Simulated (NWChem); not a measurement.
System: P, quartet

Program: NWChem. Pople sets run with spherical d functions. Spin-unrestricted. No stability test was run on the SCF state.

**Question.** Order these by “highest occupied level (eV)”, lowest first: B3LYP/6-31G*; MPW1K/6-31G*; PBE/6-31G*; LC-BLYP (range parameter 0.33 per bohr)/6-31G*.

**Answer.** LC-BLYP (range parameter 0.33 per bohr)/6-31G* (-9.57), MPW1K/6-31G* (-8.41), B3LYP/6-31G* (-7.04), PBE/6-31G* (-6.20)
